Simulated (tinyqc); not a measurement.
Starting guesses with plain Roothaan steps: SCF starting guesses in the sto-3g basis, for Li2+, spin multiplicity 2. Computed by the program tinyqc with PySCF. UHF with one setting changed at a time; a run stops when the energy changes by less than 1e-09 hartree and the error matrix is below 1e-5. Starts: the lowest orbitals of the core Hamiltonian, of the Wolfsberg-Helmholz matrix (K = 1.75), projected atomic densities, random orbitals, and the highest orbitals of the core Hamiltonian (a deliberately bad start).

Geometry (angstrom):
```
atom,x,y,z
Li,0.0000,0.0000,0.0000
Li,0.0000,0.0000,4.7620
```

lowest solution found by these runs and by PySCF with stability checks = -14.477565 hartree

Largest element of the error matrix X^T (FDS - SDF) X:
```
iteration,core,Wolfsberg-Helmholz,atomic densities,random,highest core orbitals
1,1.2e-01,3.5e-02,1.6e-02,7.7e-01,1.9e-02
2,1.9e-02,1.6e-02,2.4e-02,1.0e-01,1.1e-01
3,1.3e-02,1.1e-02,7.6e-03,1.6e-02,2.4e-02
4,8.3e-03,6.8e-03,4.8e-03,1.4e-02,1.8e-02
5,5.3e-03,4.3e-03,3.0e-03,1.2e-02,1.2e-02
6,3.4e-03,2.7e-03,1.9e-03,9.7e-03,7.7e-03
8,1.3e-03,1.0e-03,7.2e-04,5.9e-03,3.0e-03
10,5.3e-04,4.0e-04,2.8e-04,3.5e-03,1.2e-03
14,8.5e-05,5.9e-05,4.1e-05,1.2e-03,1.7e-04
20,5.3e-06,3.3e-06,-,2.2e-04,9.7e-06
30,-,-,-,1.4e-05,-
```

How each run ends:
```
run,iterations,E (hartree),state
core,21,-14.43466,higher
Wolfsberg-Helmholz,20,-14.47757,lowest found
atomic densities,19,-14.47757,lowest found
random,33,-14.47757,lowest found
highest core orbitals,22,-14.47757,lowest found
```

What does the comparison show, and why?

4 of 5 runs reach the lowest solution found, in 19 to 33 iterations (fastest: atomic densities). Ending on a higher stationary point: core; a small error matrix cannot reveal that, and an occupation fixed by the start is kept by symmetry or by the shape of the basin. The first errors are 1e-01, 4e-02, 2e-02, 8e-01, 2e-02.
